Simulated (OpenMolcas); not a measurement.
# KT2/ANO-RCC-VTZP (DKH2) run of SO3 (SMILES O=S(=O)=O)

What is the vertical singlet–triplet gap of SO3 at KT2/ANO-RCC-VTZP (DKH2)? 

The results are computed with OpenMolcas 26.06.

## (1) The system as given

The species is SO3 (4 atoms), meant as a singlet with charge 0. As SMILES, `O=S(=O)=O`. Geometry: relaxed at PBE0-D4/def2-TZVP.

Bond lengths: O1–S2 1.419 Å, S2–O3 1.419 Å, S2–O4 1.419 Å. Angles: O1–S2–O3 120.0°, O1–S2–O4 120.0°, O3–S2–O4 120.0°.

## (2) A single-point energy at KT2/ANO-RCC-VTZP (DKH2)

The input, job.inp:

```
* O3S Kohn-Sham DFT
&GATEWAY
Coord
4
angstrom
O       -1.121570      -0.684610       0.536720
S        0.000010      -0.000030      -0.000040
O        1.308940      -0.327680       0.440460
O       -0.187380       1.012320      -0.977150
Basis=ANO-RCC-VTZP
Group=NoSym
&SEWARD
GridInput
Grid=Fine
End of Grid
&SCF
KSDFT=KT2
PrOrbitals=1 1
```

The run is started by

```sh
$ export MOLCAS_MEM=1860
$ pymolcas job.inp > job.log
```

Output:

```text
--- Start Module: gateway ---
[...]
--- Stop Module: gateway /rc=_RC_ALL_IS_WELL_ ---
--- Start Module: seward ---
[...]
      Basis functions          124
--- Stop Module: seward /rc=_RC_ALL_IS_WELL_ ---
[...]
--- Start Module: scf ---
[...]
       Convergence after  13 Iterations
[...]
::    Total KS-DFT energy                            -631.5561358088
[...]
      Total spin, S                                     0.0000000000
[...]
      Total electronic charge=   40.000000
      Total            charge=   -0.000000
[...]
      Dipole Moment (debye):
      Origin of the operator (angstrom)=    0.0000   -0.0000   -0.0000
                   X=  5.6354E-05               Y= -1.1556E-04               Z= -1.7426E-04           Total=  2.1656E-04
      Quadrupole Moment (debye*angstrom):
[...]
--- Stop Module: scf /rc=_RC_ALL_IS_WELL_ ---
[...]
```

It took 33 s on 1 thread of Arm Neoverse V2, shared host; peak memory 0.86 GiB.

## (3) The triplet

The input, job.input:

```
* O3S Kohn-Sham DFT
&GATEWAY
Coord
4
angstrom
O       -1.121570      -0.684610       0.536720
S        0.000010      -0.000030      -0.000040
O        1.308940      -0.327680       0.440460
O       -0.187380       1.012320      -0.977150
Basis=ANO-RCC-VTZP
Group=NoSym
&SEWARD
GridInput
Grid=Fine
End of Grid
&SCF
UHF
Spin=3
KSDFT=KT2
PrOrbitals=1 1
```

The run is started by

```sh
$ export MOLCAS_MEM=1860
$ pymolcas job.input > job.log
```

Output:

```text
--- Start Module: gateway ---
[...]
--- Stop Module: gateway /rc=_RC_ALL_IS_WELL_ ---
--- Start Module: seward ---
[...]
      Basis functions          124
--- Stop Module: seward /rc=_RC_ALL_IS_WELL_ ---
[...]
--- Start Module: scf ---
[...]
       Convergence after  23 Iterations
[...]
::    Total KS-DFT energy                            -631.3958410745
[...]
      Total spin, S                                     1.0038450168
[...]
      Total electronic charge=   40.000000
      Total            charge=   -0.000000
[...]
      Dipole Moment (debye):
      Origin of the operator (angstrom)=    0.0000   -0.0000   -0.0000
                   X= -8.1769E-05               Y=  7.2576E-04               Z=  7.4686E-04           Total=  1.0446E-03
      Quadrupole Moment (debye*angstrom):
[...]
--- Stop Module: scf /rc=_RC_ALL_IS_WELL_ ---
[...]
```

Run time: 53 s. Hardware: 1 thread of Arm Neoverse V2, shared host; peak memory 0.86 GiB.

## (4) Outcome

At KT2/ANO-RCC-VTZP (DKH2):

| quantity | value |
| --- | --- |
| singlet: total energy | -631.55614 Eh |
| singlet: dipole moment | 0.00 D |
| singlet: HOMO energy | -8.43 eV |
| singlet: LUMO energy | -3.64 eV |
| singlet: HOMO–LUMO gap | 4.79 eV |
| triplet: total energy | -631.39584 Eh |
| triplet: dipole moment | 0.00 D |
| triplet: HOMO energy (highest over α and β) | -4.20 eV |
| triplet: ⟨S²⟩ | 2.012 |
| vertical energy of the triplet above the singlet | 4.362 eV |

At this shape the triplet lies 4.36 eV (421 kJ/mol) above the singlet.
